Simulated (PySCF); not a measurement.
# C3H4F2: NMR shifts at several levels of theory

How much do the NMR shifts of C3H4F2 (`F/C=C\CF`) depend on the level of theory, and what does each level cost?

The runs use PySCF 2.14.0, with density-fitted response routines of our own; the level of theory stands in each step. All values are computed, except where a source is named. Atoms are numbered from 0 throughout.

## 1. The molecule as given

9 atoms, charge 0, multiplicity 1; geometry from: PBE0-D3(BJ)/def2-SVP.

Bonds of the start (Å): F0–C1 1.33, C1–C2 1.33, C2–C3 1.49, C3–F4 1.38, C1–H5 1.09, C2–H6 1.09, C3–H7 1.11, C3–H8 1.10.

## 2. NMR shieldings: PBE0/pcSseg-2

Job settings and geometry (Å):

```
{"job": {"kind": "nmr", "xc": "PBE0", "basis": "pcSseg-2", "pop": false}, "charge": 0, "multiplicity": 1}
F      1.197323    -1.488003    -0.789074
C      1.339829    -0.273861    -0.263558
C      0.309023     0.454815     0.154214
C     -1.114780     0.023135     0.086455
F     -1.715774     0.148403     1.317051
H      2.384860     0.047198    -0.226131
H      0.524300     1.443977     0.566951
H     -1.673332     0.655333    -0.627397
H     -1.188951    -1.023925    -0.247246
```

Method: GIAO PBE0/pcSseg-2 NMR shielding, non-relativistic, gas phase.

The run is started by

```console
> OMP_NUM_THREADS=1 python probes_run.py task.json out
```

One launch serves the whole session: the jobs run in the order shown.

What it wrote:

```text
coarse grid: 7912 points
cycle   1  E = -316.1131584339  dE =  5.534e-01  |g| = 6.079e-01  |ddm| = 1.988e+00
cycle   2  E = -316.0566956956  dE =  5.646e-02  |g| = 8.692e-01  |ddm| = 8.688e-01
cycle   3  E = -316.1722690545  dE = -1.156e-01  |g| = 6.636e-02  |ddm| = 5.522e-01
cycle   4  E = -316.1729940195  dE = -7.250e-04  |g| = 2.455e-02  |ddm| = 5.486e-02
cycle   5  E = -316.1731215188  dE = -1.275e-04  |g| = 6.652e-03  |ddm| = 2.293e-02
cycle   6  E = -316.1731273097  dE = -5.791e-06  |g| = 3.218e-03  |ddm| = 5.384e-03
cycle   7  E = -316.1731294492  dE = -2.140e-06  |g| = 3.319e-04  |ddm| = 2.166e-03
final grid: 78320 points
cycle   8  E = -316.1721585689  dE = -7.588e-05  |g| = 6.367e-03  |ddm| = 2.921e-02
cycle   9  E = -316.1721533541  dE =  5.215e-06  |g| = 8.598e-03  |ddm| = 8.288e-03
cycle  10  E = -316.1721672930  dE = -1.394e-05  |g| = 1.188e-03  |ddm| = 4.509e-03
cycle  11  E = -316.1721675256  dE = -2.325e-07  |g| = 3.326e-04  |ddm| = 9.799e-04
cycle  12  E = -316.1721675441  dE = -1.857e-08  |g| = 1.407e-04  |ddm| = 2.789e-04
cycle  13  E = -316.1721675484  dE = -4.262e-09  |g| = 2.798e-05  |ddm| = 1.084e-04
cycle  14  E = -316.1721675486  dE = -1.579e-10  |g| = 2.502e-06  |ddm| = 2.224e-05
converged SCF energy = -316.1721675486

GIAO shielding tensors (ppm)
atom      isotropic    diamagn.    paramagn.     s11        s22        s33       span
  0 F      295.921     469.278    -173.357    192.620    255.535    439.608    246.988
  1 C       21.891     248.873    -226.982    -73.582     60.813     78.440    152.022
  2 C       65.828     255.950    -190.122    -44.799     95.421    146.862    191.662
  3 C      106.811     236.532    -129.721     71.034     80.473    168.927     97.893
  4 F      415.732     465.213     -49.482    389.762    401.020    456.412     66.650
  5 H       24.529      28.920      -4.391     21.713     24.838     27.036      5.323
  6 H       25.955      30.651      -4.697     24.207     25.674     27.982      3.775
  7 H       26.563      28.067      -1.504     22.706     26.751     30.233      7.527
  8 H       25.842      28.970      -3.129     21.884     25.890     29.751      7.867
```

It took 35 s on 1 thread of Arm Neoverse N1, shared host; peak memory 0.97 GiB.

The references, computed at this level on geometries of the same kind, shield at (ppm): ¹H TMS 31.25, ¹³C TMS 184.1, ¹⁹F CFCl3 175.8. Their shielding less the atom's gives the shift. The references are single molecules in the gas phase, so shifts against H2O, NH3, PH3, H3PO4 or CFCl3 are not on the usual liquid scales and can be off by tens of ppm. Atoms listed in one row are averaged.

| atoms | environment | σ (ppm) | δ (ppm) |
| --- | --- | --- | --- |
| C1 | alkene CH | 21.9 | 162.2 |
| C2 | alkene CH | 65.8 | 118.3 |
| C3 | allylic sp3 CH2 bonded to F | 106.8 | 77.3 |
| H5 | hydrogen on an alkene CH | 24.53 | 6.72 |
| H6 | hydrogen on an alkene CH | 25.95 | 5.29 |
| H7, H8 | hydrogen on an allylic sp3 CH2 bonded to F | 26.20 | 5.04 |
| F0 | vinylic fluorine | 295.9 | -120.1 |
| F4 | fluorine on an sp3 carbon | 415.7 | -239.9 |

## 3. NMR shieldings: mPW1PW91/pcSseg-2

Settings changed since step 2:

```diff
@@ -1,2 +1,2 @@
-{"job": {"kind": "nmr", "xc": "PBE0", "basis": "pcSseg-2", "pop": false}, "charge": 0, "multiplicity": 1}
+{"job": {"kind": "nmr", "xc": "mPW1PW91", "basis": "pcSseg-2", "pop": false}, "charge": 0, "multiplicity": 1}
 F      1.197323    -1.488003    -0.789074
```

Method: GIAO mPW1PW91/pcSseg-2 NMR shielding, non-relativistic, gas phase.

What it wrote:

```text
coarse grid: 7912 points
cycle   1  E = -316.3672928895  dE =  5.539e-01  |g| = 6.278e-01  |ddm| = 1.983e+00
cycle   2  E = -316.3070619130  dE =  6.023e-02  |g| = 8.994e-01  |ddm| = 8.829e-01
cycle   3  E = -316.4296458031  dE = -1.226e-01  |g| = 6.683e-02  |ddm| = 5.651e-01
cycle   4  E = -316.4303870420  dE = -7.412e-04  |g| = 2.423e-02  |ddm| = 5.471e-02
cycle   5  E = -316.4305126725  dE = -1.256e-04  |g| = 6.144e-03  |ddm| = 2.235e-02
cycle   6  E = -316.4305177420  dE = -5.070e-06  |g| = 2.723e-03  |ddm| = 4.740e-03
final grid: 78320 points
cycle   7  E = -316.4285007871  dE = -6.847e-05  |g| = 5.653e-03  |ddm| = 3.046e-02
cycle   8  E = -316.4284946935  dE =  6.094e-06  |g| = 8.085e-03  |ddm| = 8.126e-03
cycle   9  E = -316.4285067955  dE = -1.210e-05  |g| = 8.355e-04  |ddm| = 4.899e-03
cycle  10  E = -316.4285069297  dE = -1.343e-07  |g| = 3.593e-04  |ddm| = 8.986e-04
cycle  11  E = -316.4285069576  dE = -2.786e-08  |g| = 1.340e-04  |ddm| = 2.682e-04
cycle  12  E = -316.4285069607  dE = -3.077e-09  |g| = 1.927e-05  |ddm| = 7.717e-05
cycle  13  E = -316.4285069607  dE = -5.468e-11  |g| = 2.483e-06  |ddm| = 1.470e-05
converged SCF energy = -316.4285069607

GIAO shielding tensors (ppm)
atom      isotropic    diamagn.    paramagn.     s11        s22        s33       span
  0 F      296.569     469.412    -172.843    193.609    256.956    439.142    245.533
  1 C       21.225     249.052    -227.827    -74.671     60.407     77.939    152.610
  2 C       65.112     255.794    -190.682    -45.692     94.565    146.462    192.154
  3 C      106.122     236.850    -130.728     70.369     79.970    168.028     97.659
  4 F      415.834     465.460     -49.625    390.213    401.378    455.911     65.698
  5 H       24.594      28.891      -4.297     21.793     24.897     27.093      5.300
  6 H       26.016      30.677      -4.661     24.270     25.715     28.062      3.792
  7 H       26.622      28.061      -1.439     22.785     26.807     30.275      7.489
  8 H       25.905      28.992      -3.087     21.956     25.964     29.795      7.839
```

Wall time 36 s (1 thread of Arm Neoverse N1, shared host); peak memory 0.97 GiB.

This run: δ C1 162.3, C2 118.4, C3 77.4, F0 -119.4, H5 6.70, H6 5.28 ppm.

## 4. Nuclear shieldings: WP04/pcSseg-2

Settings changed since step 3:

```diff
@@ -1,2 +1,2 @@
-{"job": {"kind": "nmr", "xc": "mPW1PW91", "basis": "pcSseg-2", "pop": false}, "charge": 0, "multiplicity": 1}
+{"job": {"kind": "nmr", "xc": "WP04", "basis": "pcSseg-2", "pop": false}, "charge": 0, "multiplicity": 1}
 F      1.197323    -1.488003    -0.789074
```

With the program's defaults for keys left out, this is: GIAO WP04/pcSseg-2 NMR shielding, non-relativistic, gas phase.

What it wrote:

```text
coarse grid: 7912 points
cycle   1  E = -322.6557349237  dE =  5.240e-01  |g| = 1.018e+00  |ddm| = 1.968e+00
cycle   2  E = -322.4080313385  dE =  2.477e-01  |g| = 1.631e+00  |ddm| = 1.543e+00
cycle   3  E = -322.8020905258  dE = -3.941e-01  |g| = 1.519e-01  |ddm| = 1.125e+00
cycle   4  E = -322.8065563440  dE = -4.466e-03  |g| = 4.521e-02  |ddm| = 1.243e-01
cycle   5  E = -322.8070349760  dE = -4.786e-04  |g| = 9.770e-03  |ddm| = 4.092e-02
cycle   6  E = -322.8070459924  dE = -1.102e-05  |g| = 5.962e-03  |ddm| = 8.856e-03
cycle   7  E = -322.8070539625  dE = -7.970e-06  |g| = 1.046e-03  |ddm| = 3.819e-03
final grid: 78320 points
cycle   8  E = -322.8058430239  dE = -1.192e-04  |g| = 8.280e-03  |ddm| = 4.135e-02
cycle   9  E = -322.8058276391  dE =  1.538e-05  |g| = 1.276e-02  |ddm| = 1.052e-02
cycle  10  E = -322.8058562427  dE = -2.860e-05  |g| = 1.299e-03  |ddm| = 6.071e-03
cycle  11  E = -322.8058565176  dE = -2.748e-07  |g| = 4.296e-04  |ddm| = 1.234e-03
cycle  12  E = -322.8058565469  dE = -2.929e-08  |g| = 2.270e-04  |ddm| = 4.075e-04
cycle  13  E = -322.8058565586  dE = -1.174e-08  |g| = 5.593e-05  |ddm| = 1.663e-04
cycle  14  E = -322.8058565593  dE = -6.827e-10  |g| = 5.597e-06  |ddm| = 3.498e-05
converged SCF energy = -322.8058565593

GIAO shielding tensors (ppm)
atom      isotropic    diamagn.    paramagn.     s11        s22        s33       span
  0 F      297.908     472.005    -174.097    198.268    270.840    424.617    226.349
  1 C        9.721     249.864    -240.143    -84.911     48.025     66.050    150.960
  2 C       53.610     254.859    -201.249    -56.061     80.374    136.518    192.579
  3 C       91.840     237.721    -145.880     55.120     66.667    153.734     98.615
  4 F      406.496     469.250     -62.754    379.358    398.890    441.239     61.881
  5 H       25.074      28.944      -3.870     22.436     25.320     27.467      5.031
  6 H       26.490      30.720      -4.230     24.743     26.048     28.680      3.937
  7 H       27.010      28.456      -1.446     23.434     27.171     30.424      6.990
  8 H       26.356      29.462      -3.106     22.572     26.452     30.043      7.471
```

Wall time 35 s (1 thread of Arm Neoverse N1, shared host); peak memory 0.97 GiB.

In short: δ C1 162.4, C2 118.5, C3 80.3, F0 -120.6, H5 6.54, H6 5.12 ppm.

## 5. NMR shieldings: B97-2/pcSseg-2

Settings changed since step 4:

```diff
@@ -1,2 +1,2 @@
-{"job": {"kind": "nmr", "xc": "WP04", "basis": "pcSseg-2", "pop": false}, "charge": 0, "multiplicity": 1}
+{"job": {"kind": "nmr", "xc": "B97-2", "basis": "pcSseg-2", "pop": false}, "charge": 0, "multiplicity": 1}
 F      1.197323    -1.488003    -0.789074
```

Method: GIAO B97-2/pcSseg-2 NMR shielding, non-relativistic, gas phase.

What it wrote:

```text
coarse grid: 7912 points
cycle   1  E = -316.3399638572  dE =  5.411e-01  |g| = 6.556e-01  |ddm| = 1.992e+00
cycle   2  E = -316.2635808673  dE =  7.638e-02  |g| = 9.708e-01  |ddm| = 9.766e-01
cycle   3  E = -316.4070267765  dE = -1.434e-01  |g| = 7.216e-02  |ddm| = 6.412e-01
cycle   4  E = -316.4079258506  dE = -8.991e-04  |g| = 2.596e-02  |ddm| = 6.120e-02
cycle   5  E = -316.4080727640  dE = -1.469e-04  |g| = 6.133e-03  |ddm| = 2.374e-02
cycle   6  E = -316.4080775832  dE = -4.819e-06  |g| = 2.774e-03  |ddm| = 4.796e-03
final grid: 78320 points
cycle   7  E = -316.4023667210  dE = -7.703e-05  |g| = 1.056e-02  |ddm| = 3.912e-02
cycle   8  E = -316.4023385030  dE =  2.822e-05  |g| = 1.664e-02  |ddm| = 1.422e-02
cycle   9  E = -316.4023827130  dE = -4.421e-05  |g| = 1.192e-03  |ddm| = 9.189e-03
cycle  10  E = -316.4023830286  dE = -3.156e-07  |g| = 4.518e-04  |ddm| = 1.127e-03
cycle  11  E = -316.4023830713  dE = -4.274e-08  |g| = 1.202e-04  |ddm| = 3.259e-04
cycle  12  E = -316.4023830747  dE = -3.384e-09  |g| = 1.826e-05  |ddm| = 8.482e-05
cycle  13  E = -316.4023830748  dE = -6.173e-11  |g| = 1.936e-06  |ddm| = 1.499e-05
converged SCF energy = -316.4023830748

GIAO shielding tensors (ppm)
atom      isotropic    diamagn.    paramagn.     s11        s22        s33       span
  0 F      296.908     469.837    -172.929    195.092    258.756    436.875    241.783
  1 C       24.250     249.375    -225.125    -68.271     62.445     78.576    146.846
  2 C       67.694     256.238    -188.544    -40.112     96.703    146.491    186.603
  3 C      106.476     237.110    -130.634     71.064     80.826    167.538     96.473
  4 F      413.836     465.820     -51.984    388.554    400.171    452.783     64.229
  5 H       24.667      28.969      -4.302     21.871     25.034     27.097      5.226
  6 H       26.129      30.841      -4.712     24.409     25.846     28.132      3.723
  7 H       26.675      28.133      -1.457     22.838     26.879     30.308      7.470
  8 H       25.980      29.126      -3.146     22.044     26.042     29.856      7.812
```

Wall time 34 s (1 thread of Arm Neoverse N1, shared host); peak memory 0.97 GiB.

This run: δ C1 159.2, C2 115.8, C3 77.0, F0 -119.5, H5 6.69, H6 5.23 ppm.

## 6. Nuclear shieldings: BHandHLYP/pcSseg-2

Settings changed since step 5:

```diff
@@ -1,2 +1,2 @@
-{"job": {"kind": "nmr", "xc": "B97-2", "basis": "pcSseg-2", "pop": false}, "charge": 0, "multiplicity": 1}
+{"job": {"kind": "nmr", "xc": "BHandHLYP", "basis": "pcSseg-2", "pop": false}, "charge": 0, "multiplicity": 1}
 F      1.197323    -1.488003    -0.789074
```

Level: GIAO BHandHLYP/pcSseg-2 NMR shielding, non-relativistic, gas phase.

What it wrote:

```text
coarse grid: 7912 points
cycle   1  E = -316.2844678784  dE =  6.338e-01  |g| = 6.436e-01  |ddm| = 1.969e+00
cycle   2  E = -316.2817361277  dE =  2.732e-03  |g| = 7.132e-01  |ddm| = 6.416e-01
cycle   3  E = -316.3558929699  dE = -7.416e-02  |g| = 4.864e-02  |ddm| = 3.539e-01
cycle   4  E = -316.3562732407  dE = -3.803e-04  |g| = 1.850e-02  |ddm| = 3.199e-02
cycle   5  E = -316.3563406654  dE = -6.742e-05  |g| = 7.133e-03  |ddm| = 1.690e-02
cycle   6  E = -316.3563510342  dE = -1.037e-05  |g| = 1.587e-03  |ddm| = 5.585e-03
cycle   7  E = -316.3563517009  dE = -6.667e-07  |g| = 6.947e-04  |ddm| = 1.439e-03
final grid: 78320 points
cycle   8  E = -316.3561097386  dE = -2.891e-05  |g| = 2.935e-03  |ddm| = 1.914e-02
cycle   9  E = -316.3561098164  dE = -7.782e-08  |g| = 2.982e-03  |ddm| = 2.809e-03
cycle  10  E = -316.3561112255  dE = -1.409e-06  |g| = 2.971e-04  |ddm| = 1.338e-03
cycle  11  E = -316.3561112361  dE = -1.053e-08  |g| = 1.256e-04  |ddm| = 2.451e-04
cycle  12  E = -316.3561112392  dE = -3.130e-09  |g| = 1.880e-05  |ddm| = 1.039e-04
cycle  13  E = -316.3561112393  dE = -6.622e-11  |g| = 9.526e-06  |ddm| = 1.751e-05
converged SCF energy = -316.3561112393

GIAO shielding tensors (ppm)
atom      isotropic    diamagn.    paramagn.     s11        s22        s33       span
  0 F      319.008     469.588    -150.579    224.861    285.584    446.581    221.720
  1 C       22.214     247.336    -225.122    -80.282     64.979     81.946    162.229
  2 C       64.907     254.098    -189.192    -49.794     96.069    148.445    198.239
  3 C      109.180     234.108    -124.929     74.996     83.318    169.226     94.230
  4 F      424.112     466.040     -41.928    398.108    410.135    464.092     65.984
  5 H       24.783      29.090      -4.307     21.921     25.001     27.425      5.505
  6 H       26.188      30.600      -4.413     24.458     25.846     28.259      3.801
  7 H       26.867      28.197      -1.330     23.035     27.014     30.552      7.517
  8 H       26.108      28.833      -2.725     22.177     26.203     29.944      7.767
```

It took 34 s on 1 thread of Arm Neoverse N1, shared host; peak memory 0.97 GiB.

In short: δ C1 162.1, C2 119.4, C3 75.1, F0 -117.0, H5 6.67, H6 5.26 ppm.

## 7. Nuclear shieldings: CAM-B3LYP/pcSseg-2

Settings changed since step 6:

```diff
@@ -1,2 +1,2 @@
-{"job": {"kind": "nmr", "xc": "BHandHLYP", "basis": "pcSseg-2", "pop": false}, "charge": 0, "multiplicity": 1}
+{"job": {"kind": "nmr", "xc": "CAM-B3LYP", "basis": "pcSseg-2", "pop": false}, "charge": 0, "multiplicity": 1}
 F      1.197323    -1.488003    -0.789074
```

With the program's defaults for keys left out, this is: GIAO CAM-B3LYP/pcSseg-2 NMR shielding, non-relativistic, gas phase.

What it wrote:

```text
coarse grid: 7912 points
cycle   1  E = -316.3258655429  dE =  6.207e-01  |g| = 6.723e-01  |ddm| = 1.959e+00
cycle   2  E = -316.2970266365  dE =  2.884e-02  |g| = 8.555e-01  |ddm| = 7.471e-01
cycle   3  E = -316.4002256812  dE = -1.032e-01  |g| = 5.507e-02  |ddm| = 4.226e-01
cycle   4  E = -316.4006243632  dE = -3.987e-04  |g| = 2.324e-02  |ddm| = 3.553e-02
cycle   5  E = -316.4007258124  dE = -1.014e-04  |g| = 9.937e-03  |ddm| = 2.082e-02
cycle   6  E = -316.4007466932  dE = -2.088e-05  |g| = 2.134e-03  |ddm| = 7.950e-03
cycle   7  E = -316.4007478086  dE = -1.115e-06  |g| = 6.336e-04  |ddm| = 1.703e-03
final grid: 78320 points
cycle   8  E = -316.3999293132  dE = -5.082e-05  |g| = 4.069e-03  |ddm| = 2.129e-02
cycle   9  E = -316.3999286996  dE =  6.136e-07  |g| = 4.736e-03  |ddm| = 3.922e-03
cycle  10  E = -316.3999321065  dE = -3.407e-06  |g| = 4.787e-04  |ddm| = 2.008e-03
cycle  11  E = -316.3999321353  dE = -2.883e-08  |g| = 1.854e-04  |ddm| = 4.018e-04
cycle  12  E = -316.3999321420  dE = -6.688e-09  |g| = 3.488e-05  |ddm| = 1.533e-04
cycle  13  E = -316.3999321422  dE = -2.169e-10  |g| = 1.489e-05  |ddm| = 2.974e-05
converged SCF energy = -316.3999321422

GIAO shielding tensors (ppm)
atom      isotropic    diamagn.    paramagn.     s11        s22        s33       span
  0 F      304.994     469.740    -164.745    207.876    265.615    441.492    233.616
  1 C       17.277     246.773    -229.496    -82.569     58.584     75.816    158.385
  2 C       61.369     254.086    -192.717    -53.294     92.776    144.625    197.919
  3 C      104.337     233.742    -129.405     68.236     76.810    167.966     99.730
  4 F      418.853     465.851     -46.998    392.551    403.232    460.775     68.224
  5 H       24.573      29.118      -4.545     21.792     24.783     27.144      5.352
  6 H       26.040      30.572      -4.532     24.280     25.749     28.093      3.813
  7 H       26.625      28.265      -1.640     22.828     26.829     30.218      7.389
  8 H       25.860      28.764      -2.904     21.955     25.854     29.771      7.816
```

Run time: 46 s. Hardware: 1 thread of Arm Neoverse N1, shared host; peak memory 1 GiB.

In short: δ C1 165.3, C2 121.2, C3 78.2, F0 -119.0, H5 6.76, H6 5.30 ppm.

## 8. Nuclear shieldings: wB97X-D/pcSseg-2

Settings changed since step 7:

```diff
@@ -1,2 +1,2 @@
-{"job": {"kind": "nmr", "xc": "CAM-B3LYP", "basis": "pcSseg-2", "pop": false}, "charge": 0, "multiplicity": 1}
+{"job": {"kind": "nmr", "xc": "wB97X-D", "basis": "pcSseg-2", "pop": false}, "charge": 0, "multiplicity": 1}
 F      1.197323    -1.488003    -0.789074
```

Method: GIAO wB97X-D/pcSseg-2 NMR shielding, non-relativistic, gas phase.

What it wrote:

```text
coarse grid: 7912 points
cycle   1  E = -316.3305381472  dE =  6.392e-01  |g| = 6.818e-01  |ddm| = 1.981e+00
cycle   2  E = -316.3227299504  dE =  7.808e-03  |g| = 7.885e-01  |ddm| = 6.492e-01
cycle   3  E = -316.4091086124  dE = -8.638e-02  |g| = 5.228e-02  |ddm| = 3.392e-01
cycle   4  E = -316.4095132727  dE = -4.047e-04  |g| = 2.155e-02  |ddm| = 3.783e-02
cycle   5  E = -316.4096099264  dE = -9.665e-05  |g| = 9.276e-03  |ddm| = 2.093e-02
cycle   6  E = -316.4096290407  dE = -1.911e-05  |g| = 1.707e-03  |ddm| = 7.781e-03
cycle   7  E = -316.4096299608  dE = -9.201e-07  |g| = 7.320e-04  |ddm| = 1.938e-03
final grid: 78320 points
cycle   8  E = -316.4096826346  dE = -2.241e-04  |g| = 1.136e-02  |ddm| = 4.354e-02
cycle   9  E = -316.4096767037  dE =  5.931e-06  |g| = 1.346e-02  |ddm| = 9.846e-03
cycle  10  E = -316.4097012804  dE = -2.458e-05  |g| = 3.894e-04  |ddm| = 5.045e-03
cycle  11  E = -316.4097013201  dE = -3.966e-08  |g| = 2.023e-04  |ddm| = 5.936e-04
cycle  12  E = -316.4097013277  dE = -7.574e-09  |g| = 7.347e-05  |ddm| = 1.853e-04
cycle  13  E = -316.4097013290  dE = -1.289e-09  |g| = 1.641e-05  |ddm| = 7.148e-05
cycle  14  E = -316.4097013291  dE = -1.002e-10  |g| = 5.572e-06  |ddm| = 2.898e-05
converged SCF energy = -316.4097013291

GIAO shielding tensors (ppm)
atom      isotropic    diamagn.    paramagn.     s11        s22        s33       span
  0 F      302.719     468.766    -166.046    202.867    263.475    441.816    238.949
  1 C       21.154     248.973    -227.820    -77.601     62.233     78.829    156.431
  2 C       65.277     256.026    -190.749    -47.250     95.459    147.623    194.873
  3 C      107.122     236.213    -129.091     71.556     80.697    169.113     97.557
  4 F      418.851     465.090     -46.240    393.013    404.176    459.364     66.351
  5 H       24.660      28.923      -4.264     21.880     24.918     27.181      5.300
  6 H       26.079      30.666      -4.587     24.357     25.771     28.109      3.752
  7 H       26.731      28.097      -1.366     22.939     26.877     30.378      7.439
  8 H       25.990      28.914      -2.925     22.054     26.044     29.872      7.818
```

Run time: 44 s. Hardware: 1 thread of Arm Neoverse N1, shared host; peak memory 0.88 GiB.

This run: δ C1 163.3, C2 119.1, C3 77.3, F0 -116.3, H5 6.70, H6 5.28 ppm.

(Part 1 of 2 ends here.)
